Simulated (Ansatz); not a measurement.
# MgH2O2: one species, many methods

How much do the methods differ for MgH2O2? The plan is to run it at one geometry with functionals of several rungs and with coupled cluster, and see how far each lands from CCSD(T) at the basis-set limit for the atomisation energy.

Method: functionals in def2-TZVPP, the program's frozen cores in correlated methods; program: Ansatz 0.2.0, Gaussian basis.

Levels to be run: LDA (SPW92), PBE-D4, revPBE-D4, BLYP-D4, r2SCAN-D4, B97M-V, PBE0-D4, B3LYP-D4, r2SCANh-D4, r2SCAN0-D4, HSE06-D4, BHLYP-D4, CAM-B3LYP-D4, LC-ωPBE, ωB97X-V, ωB97M-V, B2PLYP, PBE-QIDH; CCSD(T)/def2-SVP; CCSD(T)/def2-TZVPP; CCSD(T)/def2-QZVPP; extrapolation to the limit; RPA on PBE.

**1. The geometry**

An earlier PBE0-D4 in a triple-zeta def2 set relaxation fixed the geometry.

SMILES `[OH][Mg][OH]`, 5 atoms, charge 0, spin multiplicity 1.

Atoms are counted from 1 here; the program's logs count them from 0.

Bond lengths: O1–Mg2 1.766 Å, O1–H4 0.948 Å, Mg2–O3 1.766 Å, O3–H5 0.948 Å. Angles: Mg2–O1–H4 155.7°, O1–Mg2–O3 179.8°, Mg2–O3–H5 155.7°.

Coordinates:

```xyz
5
H2MgO2
O    -1.62013   -0.04560   -0.68772
Mg    0.01018   -0.01751   -0.00865
O     1.64114    0.00319    0.66911
H    -2.56510   -0.11187   -0.66232
H     2.58380    0.09809    0.64818
```

**2. LDA**

This LDA is Slater exchange with PW92 correlation.

The input, in.yaml:

```yaml
crystal:
  periodic: [false, false, false]
  atoms:
    - {symbol: O, position_ang: [-1.620126, -0.045601, -0.687723]}
    - {symbol: Mg, position_ang: [0.010179, -0.017511, -0.008649]}
    - {symbol: O, position_ang: [1.641143, 0.003188, 0.669112]}
    - {symbol: H, position_ang: [-2.565097, -0.111867, -0.662323]}
    - {symbol: H, position_ang: [2.583802, 0.098091, 0.648183]}
basis:
  gaussian: {orbitals: def2-TZVPP}
hamiltonian: {xc: lda}
output: {orbitals: {seedname: orbitals}}
```

Command:

```bash
$ ansatz run in.yaml --threads 4 --pin off --events-out ev --progress --plain --max-ram 10444MiB
```

The runs that follow: PBE-D4 (GGA); revPBE-D4 (GGA); BLYP-D4 (GGA); r2SCAN-D4 (meta-GGA); B97M-V (meta-GGA); PBE0-D4 (hybrid); B3LYP-D4 (hybrid); r2SCANh-D4 (hybrid); r2SCAN0-D4 (hybrid); HSE06-D4 (hybrid); BHLYP-D4 (hybrid); CAM-B3LYP-D4 (range-separated); LC-ωPBE (range-separated); ωB97X-V (range-separated); ωB97M-V (range-separated); B2PLYP (double hybrid); PBE-QIDH (double hybrid); CCSD(T) in def2-SVP; CCSD(T) in def2-TZVPP; CCSD(T) in def2-QZVPP; RPA on PBE orbitals.

Q: Predict the results of all the runs planned. Wanted: atomisation energy, CCSD(T)/CBS; farthest beyond LDA; mean size of error, GGA; mean size of error, meta-GGA; mean size of error, hybrid; mean size of error, range-separated; mean size of error, double hybrid; gap, smallest and largest; T1 diagnostic.

The runs gave:

```
                               quantity                                  value
        atomisation energy, CCSD(T)/CBS                         404.4 kcal/mol
functionals within 2.0 kcal/mol (0.5 %)   none; nearest PBE-D4 (-3.4 kcal/mol)
                    farthest beyond LDA              BHLYP-D4 (-33.0 kcal/mol)
                mean size of error, GGA                           9.1 kcal/mol
           mean size of error, meta-GGA                           9.5 kcal/mol
             mean size of error, hybrid                          18.4 kcal/mol
    mean size of error, range-separated                           8.3 kcal/mol
      mean size of error, double hybrid                          14.9 kcal/mol
              gap, smallest and largest  4.36 eV (BLYP-D4), 11.65 eV (LC-ωPBE)
                          T1 diagnostic                                 0.0109
triples share of the correlation energy                                  2.6 %
```

What this shows: LDA overbinds by 52.9 kcal/mol (13 %). PBE-D4 is off by -3.4 kcal/mol. Double hybrids carry the basis error of their MP2 part in triple zeta, and no dispersion term here, so their miss is partly the set-up's. Taken by rung, range-separated functionals do best (8.3 kcal/mol on average) and hybrid ones worst beyond LDA (18.4 kcal/mol). The gap between the best rungs is small, so their order is not settled. The mean of the hybrids holds BHLYP, with half exact exchange. The reference freezes the cores and leaves out relativity and excitations past (T), so misses under about 2.0 kcal/mol can't be ranked. Hartree-Fock recovers 65 % of the binding; the rest is correlation. CCSD(T) in def2-SVP is off by -39.4 kcal/mol, which most functionals beat. Orbital gaps span 4.4 to 11.6 eV; exact exchange widens them. Correlated methods include outer-core shells of Mg, which these sets cover unevenly.
